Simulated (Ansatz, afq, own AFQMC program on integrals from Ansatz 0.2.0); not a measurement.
GeNH$_{4}$, quartet: AFQMC among the cluster methods

```xyz
6

Ge   -0.4599    0.0000    0.0000
H    -0.9713    1.4466    0.0000
H    -0.9713   -0.7233    1.2528
H    -0.9713   -0.7233   -1.2528
H     1.1871    0.0000    0.0000
N     2.5091    0.0000    0.0000
```

Connectivity, by distances: GeH4 ··· N.

Basis cc-pVTZ. Only valence electrons are correlated. Ansatz 0.2.0 and our own AFQMC program on the same integrals; the CISD trial comes from CCSD amplitudes, and released means the phaseless constraint is let go. Error bars are statistical, one sigma. No spin–orbit coupling.

Determinant: UHF, the one that the program's search chose, which needn't be the lowest solution. The geometry is a point of a scan.

No full CI on the walks' own integrals is used here. The released AFQMC energy serves as the reference, which it does only where one determinant dominates, the energy is flat over the last release times and near the phaseless one (40 meV or 2 meV an electron, half that with transition metals). On small molecules, where full CI could be run and the noise was under 10 meV, such values lay within 10 meV of it in 19 cases of 20, a flattering rate, since the rule was set on those same cases; what remains of the bias isn't in the error bar.

Cautions: no relativity below Rb; no spin-orbit coupling; inner d shell frozen; lower spins were not checked; the released value is read at 2.40 1/Eh (meV from the phaseless value at times in 1/Eh: -7 ± 5 at 0.24, -6 ± 6 at 0.51, -11 ± 9 at 0.99, -14 ± 8 at 1.62, -9 ± 5 at 2.40).

The T1 diagnostic is 0.0171. The weight of the determinant in the CISD state is 0.871 and the ⟨S²⟩ of the determinant is 3.789. The size of the correlated space is 13 electrons in 114 orbitals.

Reference: AFQMC with the constraint released, correlation energy -8.423 ± 0.005 eV.

| level | E − E(reference) (mEh) | share of correlation (%) |
| --- | --- | --- |
| HF | 309.55 ± 0.20 | 0.00 |
| MP2 | 55.48 ± 0.20 | 82.08 |
| CCSD | 10.03 ± 0.20 | 96.76 |
| CCSD(T) | 1.51 ± 0.20 | 99.51 |
| ph-AFQMC/CISD | 0.33 ± 0.27 | 99.89 |

A walk keeps the symmetry of its determinant, which the program's search chose and which needn't be the lowest solution, so a lower state of the same spin and another symmetry isn't excluded. Released energies are given only where the last usable release times agree within the noise; a slower fall can still hide under it.
